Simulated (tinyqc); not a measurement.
G0W0 on RHF in the sto-6g basis, for H2F+, spin multiplicity 1, step by step. One step of it, computed by the program tinyqc.

Question. G0W0 on Hartree-Fock: LUMO. W(p,q,m) = sqrt2 sum_ia (pq|ia) (X+Y)_ia,m; Sigma_c(x) = sum_(i,m) W^2/(x - e_i + w_m) + sum_(a,m) W^2/(x - e_a - w_m); solve x = e_p + Sigma_c(x) by Newton steps; Z = 1/(1 - dSigma/dx); 1 hartree = 27.211386 eV.

orbital energies (hartree): MO1 -26.959589, MO2 -2.076643, MO3 -1.210859, MO4 -1.086133, MO5 -1.053044, MO6 -0.016961, MO7 0.152296

Two-electron integrals over orbitals (pq|rs), unique and non-zero (hartree):
```
(11|11) 5.380936    (21|11) -0.515309   (21|21) 0.080062    (22|11) 1.221391
(22|21) -0.020546   (22|22) 0.864206    (31|11) -0.011853   (31|21) 0.001551
(31|22) -0.001366   (31|31) 0.017820    (32|11) 0.006623    (32|21) -0.000796
(32|22) -0.002874   (32|31) 0.025774    (32|32) 0.159394    (33|11) 0.993159
(33|21) -0.007660   (33|22) 0.763577    (33|31) 0.000585    (33|32) 0.003080
(33|33) 0.743228    (41|11) 0.137537    (41|21) -0.018271   (41|22) 0.014637
(41|31) -0.000638   (41|32) -0.000012   (41|33) 0.004692    (41|41) 0.029862
(42|11) -0.094131   (42|21) 0.008717    (42|22) 0.006352    (42|31) 0.000011
(42|32) -0.000438   (42|33) -0.005514   (42|41) 0.029995    (42|42) 0.160130
(43|11) -0.008444   (43|21) 0.000377    (43|22) -0.003192   (43|31) -0.003846
(43|32) 0.005178    (43|33) -0.003520   (43|41) 0.000778    (43|42) 0.004317
(43|43) 0.048234    (44|11) 1.171966    (44|21) -0.014312   (44|22) 0.821359
(44|31) -0.000098   (44|32) 0.004495    (44|33) 0.720404    (44|41) -0.011489
(44|42) -0.090411   (44|43) -0.005156   (44|44) 0.905772    (51|51) 0.030395
(52|51) 0.038968    (52|52) 0.181618    (53|51) 0.000841    (53|52) 0.002971
(53|53) 0.038625    (54|51) -0.009688   (54|52) -0.034706   (54|53) -0.001077
(54|54) 0.055302    (55|11) 1.265976    (55|21) -0.013446   (55|22) 0.882742
(55|31) -0.000299   (55|32) 0.003258    (55|33) 0.751067    (55|41) 0.003420
(55|42) -0.049320   (55|43) -0.004735   (55|44) 0.841808    (55|55) 0.998085
(61|11) 0.231907    (61|21) -0.038006   (61|22) 0.004991    (61|31) -0.002308
(61|32) -0.001939   (61|33) 0.002161    (61|41) -0.003829   (61|42) -0.019065
(61|43) -0.000194   (61|44) 0.013393    (61|55) 0.005622    (61|61) 0.024311
(62|11) -0.306336   (62|21) 0.008615    (62|22) -0.149165   (62|31) -0.001242
(62|32) -0.007620   (62|33) -0.093059   (62|41) -0.017648   (62|42) -0.039578
(62|43) 0.002492    (62|44) -0.108012   (62|55) -0.154275   (62|61) 0.003662
(62|62) 0.078754    (63|11) -0.045202   (63|21) 0.000966    (63|22) -0.023268
(63|31) -0.004224   (63|32) 0.025341    (63|33) -0.019356   (63|41) -0.000087
(63|42) 0.006093    (63|43) 0.017055    (63|44) -0.019828   (63|55) -0.025027
(63|61) -0.000118   (63|62) 0.009893    (63|63) 0.067810    (64|11) -0.250989
(64|21) 0.002501    (64|22) -0.133376   (64|31) 0.000907    (64|32) 0.005997
(64|33) -0.079565   (64|41) -0.006234   (64|42) 0.006256    (64|43) 0.001894
(64|44) -0.142124   (64|55) -0.137228   (64|61) 0.001593    (64|62) 0.059848
(64|63) 0.015033    (64|64) 0.068741    (65|51) -0.014282   (65|52) -0.054023
(65|53) -0.003432   (65|54) -0.006363   (65|65) 0.026909    (66|11) 0.709853
(66|21) -0.006005   (66|22) 0.579812    (66|31) 0.001654    (66|32) 0.019610
(66|33) 0.560970    (66|41) 0.016475    (66|42) 0.068087    (66|43) 0.011419
(66|44) 0.541783    (66|55) 0.553598    (66|61) -0.004696   (66|62) -0.055698
(66|63) 0.016393    (66|64) -0.025781   (66|66) 0.557762    (71|11) 0.033039
(71|21) -0.005588   (71|22) 0.000227    (71|31) 0.017657    (71|32) 0.024615
(71|33) 0.001176    (71|41) 0.000320    (71|42) -0.001528   (71|43) -0.004019
(71|44) 0.001450    (71|55) 0.000780    (71|61) 0.001413    (71|62) -0.001523
(71|63) -0.004043   (71|64) 0.000854    (71|66) 0.001720    (71|71) 0.018169
(72|11) -0.045408   (72|21) 0.001158    (72|22) -0.022263   (72|31) 0.017356
(72|32) 0.062556    (72|33) -0.010191   (72|41) -0.001529   (72|42) -0.001081
(72|43) -0.023658   (72|44) -0.017940   (72|55) -0.022301   (72|61) -0.001540
(72|62) 0.004586    (72|63) -0.026586   (72|64) 0.008592    (72|66) -0.008973
(72|71) 0.016592    (72|72) 0.056194    (73|11) 0.422697    (73|21) -0.008206
(73|22) 0.201759    (73|31) -0.000135   (73|32) 0.008759    (73|33) 0.160653
(73|41) -0.001388   (73|42) -0.057732   (73|43) -0.000970   (73|44) 0.201083
(73|55) 0.226170    (73|61) 0.005230    (73|62) -0.072099   (73|63) -0.008179
(73|64) -0.078547   (73|66) 0.022649    (73|71) 0.000653    (73|72) -0.013310
(73|73) 0.158444    (74|11) -0.012833   (74|21) 0.000039    (74|22) -0.005812
(74|31) -0.007750   (74|32) -0.056700   (74|33) -0.004526   (74|41) -0.001239
(74|42) -0.003784   (74|43) 0.010464    (74|44) -0.007231   (74|55) -0.006636
(74|61) 0.001323    (74|62) 0.006345    (74|63) -0.038602   (74|64) -0.001880
(74|66) -0.016052   (74|71) -0.007622   (74|72) -0.010916   (74|73) -0.009436
(74|74) 0.047830    (75|51) -0.001997   (75|52) -0.007557   (75|53) 0.025202
(75|54) 0.000395    (75|65) 0.001277    (75|75) 0.020116    (76|11) -0.003123
(76|21) 0.000104    (76|22) 0.002242    (76|31) -0.010143   (76|32) -0.094825
(76|33) -0.002682   (76|41) 0.001393    (76|42) 0.004463    (76|43) -0.043145
(76|44) -0.005595   (76|55) -0.001418   (76|61) 0.000240    (76|62) -0.001699
(76|63) -0.078668   (76|64) -0.010834   (76|66) -0.034722   (76|71) -0.009843
(76|72) 0.006513    (76|73) -0.014447   (76|74) 0.056594    (76|76) 0.152122
(77|11) 0.810016    (77|21) -0.007612   (77|22) 0.622073    (77|31) -0.002923
(77|32) -0.023816   (77|33) 0.622380    (77|41) 0.003332    (77|42) 0.008049
(77|43) -0.009504   (77|44) 0.598036    (77|55) 0.607698    (77|61) 0.002857
(77|62) -0.048773   (77|63) -0.026170   (77|64) -0.032273   (77|66) 0.536419
(77|71) -0.002230   (77|72) -0.006303   (77|73) 0.067740    (77|74) 0.012790
(77|76) 0.031948    (77|77) 0.592717
```

excitation energies w (hartree): 1.088530  1.145837  1.244957  1.249343  1.396782  1.638874  2.244800  2.342886  26.991157  27.148256

X + Y:
```
             1          2         3          4          5          6          7          8
1>6   0.000000  -0.000377  0.000000  -0.000172  -0.000122  -0.000762  -0.000423   0.000190
1>7   0.000000  -0.000201  0.000000   0.001014   0.000466  -0.000133   0.000568  -0.002376
2>6   0.000000  -0.082692  0.000000  -0.025174   0.012058   0.272501   0.919480   0.115588
2>7   0.000000  -0.016471  0.000000   0.060821  -0.022902   0.033607  -0.133515   0.964923
3>6   0.000000  -0.128095  0.000000   0.703119  -0.628841  -0.034773   0.021414  -0.029914
3>7   0.000000   0.254354  0.000000   0.079120  -0.024837   0.860309  -0.167283  -0.044025
4>6   0.000000   0.929491  0.000000   0.072254  -0.068790  -0.176197   0.079930   0.019247
4>7   0.000000  -0.004907  0.000000   0.681380   0.685580  -0.027506   0.011956  -0.010987
5>6   0.975493   0.000000  0.014263   0.000000   0.000000   0.000000   0.000000   0.000000
5>7  -0.016452   0.000000  0.983840   0.000000   0.000000   0.000000   0.000000   0.000000

             9         10
1>6   0.998939   0.017890
1>7  -0.017999   0.999168
2>6   0.000042  -0.000016
2>7  -0.000023   0.000202
3>6   0.000000  -0.000026
3>7   0.000039   0.000006
4>6   0.000009   0.000005
4>7   0.000010  -0.000051
5>6   0.000000   0.000000
5>7   0.000000   0.000000
```

Give: The 12 largest terms at x = e_p; Newton steps; quasiparticle energy of the LUMO; Hartree-Fock value.

Answer.

The 12 largest terms at x = e_p (hartree; W for the signs of X + Y given):
```
q  m       W       term
7  5   0.126     -0.010
3  5  -0.098   3.70e-03
2  7   0.126   3.67e-03
4  7   0.103   3.20e-03
4  6  -0.090   2.98e-03
6  7  -0.079  -2.76e-03
2  6  -0.073   1.43e-03
4  2   0.052   1.23e-03
5  1   0.037   6.48e-04
6  5  -0.029  -6.06e-04
2  2   0.042   5.39e-04
7  4  -0.026  -4.69e-04
```

Newton steps (hartree):
```
step       x  Sigma_c(x)      Z
0     -0.017    3.99e-03  0.985
1     -0.013    3.93e-03  0.985
2     -0.013    3.93e-03  0.985
```

quasiparticle energy of the LUMO = -0.354 eV

Hartree-Fock value = -0.462 eV
